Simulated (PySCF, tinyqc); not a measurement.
Inside a calculation. Method: CID on RHF in the sto-3g basis, for HF, spin multiplicity 1. The lowest restricted solution is unstable here: a spin-polarised one lies 0.0053 hartree lower (PySCF). One step of it, computed by the program tinyqc.

Question. CID: roots. Diagonalise (each vector has its largest component positive (the first on a tie)); all determinants have Ms = 0, so triplets appear too. The lowest singlet root is the correlation energy.

Occupation strings over the orbitals (2 doubly, a alpha, b beta, 0 empty; spin orbitals ordered 1a 1b 2a 2b ...): 222220 222202 222022 220222 2ab222 a2b222 2ba222 202222 ab2222 b2a222 ba2222 022222

H - E(HF) between determinants (hartree):
```
,222220,222202,222022,220222,2ab222,a2b222,2ba222,202222,ab2222,b2a222,ba2222,022222
222220,0.000000,0.028881,0.028881,0.235770,-0.034785,0.004623,0.034785,0.091382,-0.019070,-0.004623,0.019070,0.019488
222202,0.028881,0.851410,0.053770,0.034652,0.026677,0.006649,-0.026677,0.189853,-0.040162,-0.006649,0.040162,0.029532
222022,0.028881,0.053770,0.851410,0.034652,0.026677,0.006649,-0.026677,0.189853,-0.040162,-0.006649,0.040162,0.029532
220222,0.235770,0.034652,0.034652,0.861520,0.065794,0.026047,-0.065794,0.132764,-0.020510,-0.026047,0.020510,0.017056
2ab222,-0.034785,0.026677,0.026677,0.065794,1.689249,0.028458,-0.132764,0.098588,0.004781,-0.020510,0.018051,0.014188
a2b222,0.004623,0.006649,0.006649,0.026047,0.028458,25.929951,-0.020510,-0.004781,-0.168376,-0.017056,0.014188,-0.071079
2ba222,0.034785,-0.026677,-0.026677,-0.065794,-0.132764,-0.020510,1.689249,-0.098588,0.018051,0.028458,0.004781,-0.014188
202222,0.091382,0.189853,0.189853,0.132764,0.098588,-0.004781,-0.098588,2.688752,-0.013980,0.004781,0.013980,0.080325
ab2222,-0.019070,-0.040162,-0.040162,-0.020510,0.004781,-0.168376,0.018051,-0.013980,27.097432,0.014188,-0.080325,0.485992
b2a222,-0.004623,-0.006649,-0.006649,-0.026047,-0.020510,-0.017056,0.028458,0.004781,0.014188,25.929951,-0.168376,0.071079
ba2222,0.019070,0.040162,0.040162,0.020510,0.018051,0.014188,0.004781,0.013980,-0.080325,-0.168376,27.097432,-0.485992
022222,0.019488,0.029532,0.029532,0.017056,0.014188,-0.071079,-0.014188,0.080325,0.485992,0.071079,-0.485992,55.273988
```

Give: lowest roots of this matrix, relative to E(HF); lowest vectors; <S^2> of these roots; weight of the ground state by excitation level 0, 1, 2, ....

Answer.

lowest roots of this matrix, relative to E(HF) (hartree): -0.0649  0.7976  0.8463  0.9216  1.5565  1.8066  2.7671  25.8918

lowest vectors:
```
,root 1,root 2,root 3,root 4
222220,0.9679,0.0000,-0.1022,0.2248
222202,-0.0176,0.7071,0.6123,0.3373
222022,-0.0176,-0.7071,0.6123,0.3373
220222,-0.2461,0.0000,-0.4817,0.8341
2ab222,0.0280,0.0000,0.0041,-0.0568
a2b222,0.0000,0.0000,0.0002,-0.0010
2ba222,-0.0280,0.0000,-0.0041,0.0568
202222,-0.0198,0.0000,-0.0868,-0.1404
ab2222,0.0004,0.0000,0.0014,0.0017
b2a222,0.0000,0.0000,-0.0002,0.0010
ba2222,-0.0004,0.0000,-0.0014,-0.0017
022222,-0.0002,0.0000,-0.0004,-0.0005
```

<S^2> of these roots: 0.0000  0.0000  0.0000  0.0000  2.0000  0.0000  0.0000  2.0000

weight of the ground state by excitation level 0, 1, 2, ...: 0.9368  0.0000  0.0632
